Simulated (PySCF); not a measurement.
Level of theory: core-valence-separated Tamm–Dancoff BHandHLYP/aug-pcX-1 (pcseg-1 on H) in PySCF, non-relativistic, gas phase, PBE0-D3(BJ)/def2-SVP geometry. Absolute energies from this functional tend to lie a few eV below measured edges; no shift was applied.

Main lines of an unknown, eV (oscillator strength): C K: 282.7 (0.055), 282.7 (0.068), 285.4 (0.034), 285.8 (0.018), 286.1 (0.112). Listed: the first five lines at most of each edge with a tenth or more of its strongest line's intensity; roots within 0.03 eV on the same or equivalent atoms are summed. Only the lowest roots were sought, and the top ones are left out.

Question: Which candidate gives them?
A. 3,3-dimethyl-1-butene (`C=CC(C)(C)C`)
B. cis-3-hexene (`CC/C=C\CC`)

Answer: A. 

- `C=CC(C)(C)C`: C K: 282.7 (0.055), 282.7 (0.068), 285.4 (0.034), 285.8 (0.018), 286.1 (0.112). First C line listed at 282.7 eV, hole on the alkene CH carbon (1s→π*).
- `CC/C=C\CC`: C K: 282.8 (0.124), 285.3 (0.014), 285.5 (0.024), 285.6 (0.035), 286.0 (0.050). First C line listed at 282.8 eV, hole on the alkene CH carbon.

One conformer each; other structures than these candidates weren't tested.

Conformer computed: `[CH2:1]=[CH:2][C:3]([CH3:4])([CH3:5])[CH3:6]`: C1–C2–C3–C4 121°.
